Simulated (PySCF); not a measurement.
Which basis set comes closest?

Molecule: SMILES FN(F)F, F$_{3}$N.

Mapped SMILES: `[F:1][N:2]([F:3])[F:4]`.

Geometry PBE0-D3(BJ)/def2-SVP throughout; GIAO in PySCF, gas phase, one conformer, non-relativistic; equivalent atoms averaged; functional PBE0.

Reference values (CCSD(T)/13s9p4d3f; gas (isolated, no vibration); M. E. Harding, PhD thesis, Mainz 2008 (Harding, Lenhart, Auer, Gauss, JCP 2008, 128, 244111)): σ(F1/F3/F4) = 76.3 ppm.

Q: How do the basis sets pcSseg-0, cc-pVDZ, aug-cc-pVDZ, cc-pVTZ, IGLO-III, pcSseg-3 perform against the reference? Times are CPU seconds on 1 thread of an Arm Neoverse V1, shared host.

A: 
```
  basis set  functions  F1/F3/F4  abs. error F  core-s
   pcSseg-0         36      72.7           3.6     1.4
    cc-pVDZ         56     112.6          36.3       2
aug-cc-pVDZ         92      85.8           9.5       3
    cc-pVTZ        120      88.1          11.8     4.5
   IGLO-III        140      62.3          14.0     4.8
   pcSseg-3        288      64.2          12.1      25
```

For 19F the closest is pcSseg-0 (3.6 ppm) and the furthest cc-pVDZ (36.3 ppm). Where a smaller basis beats a larger one, errors probably cancel; the largest sets show where the functional converges. One molecule is a small sample, and the reference may use another geometry.

A small basis that lands close on one nucleus may do so by chance; judge by the trend and by all nuclei.
